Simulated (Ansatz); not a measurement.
# Which method gave which barrier?

Saddle point of CH$_{5}$AlO, singlet (CH₅AlO ([CH3][AlH][OH]) → CH₃Al ([CH3][Al]) + H₂O (still joined by a long Al–O bond); bonds formed: O2–H3; bonds broken: Al1–H3; bonds weakened to dative contacts: Al1–O2), PBE0-D4/def2-TZVP structure:

Al1  (-0.523, -0.846, 0.046)
O2  (0.045, -0.721, -1.724)
H3  (-0.231, -1.910, -1.284)
C4  (-0.118, 0.747, 1.124)
H5  (0.891, -0.491, -2.140)
H6  (-0.609, 0.756, 2.100)
H7  (0.963, 0.813, 1.296)
H8  (-0.418, 1.652, 0.581)
(Å)

Computed with Ansatz 0.2.0 (basis: def2-TZVPP, with def2-QZVPP for the basis limit); correlated methods freeze the cores. Extrapolation: Hartree–Fock as exp(−7.88 √X), correlation as X^−2.97. Four methods, as single points on the PBE0-D4 structures, gave these electronic barriers from the start structure: 2.932, 3.109, 3.294, 4.034 eV.

Problem. The methods were, in alphabetical order, BLYP-D4, CCSD(T), HF, r2SCAN-D4. Which gave which? (A judgement: the text doesn't fix the answer.)

Solution. By the calculation: BLYP-D4 2.932; r2SCAN-D4 3.109; CCSD(T) 3.294; HF 4.034 eV. For comparison, CCSD(T) at an estimated basis limit (MP2 extrapolated from triple and quadruple zeta, plus CCSD(T) − MP2 in triple zeta) gives 3.287 eV.

T1 diagnostic: at most 0.017. The restricted Hartree–Fock reference is unstable towards an unrestricted one at one or more of these structures. The start structure is not quite a true minimum (one mode of 27i cm⁻¹).

Labels in which every atom is bracketed show which atoms are joined, not bond orders.

For scale, one of the runs: CCSD(T)/def2-TZVPP, 174 basis functions, launched by `ansatz run in.yaml --threads 2 --pin off --events-out ev --progress --plain --max-ram 4352MiB`. Time: 31 s of wall clock on 2 CPU threads of an Arm Neoverse V1; the host was shared. Peak host memory: 1.5 GiB.
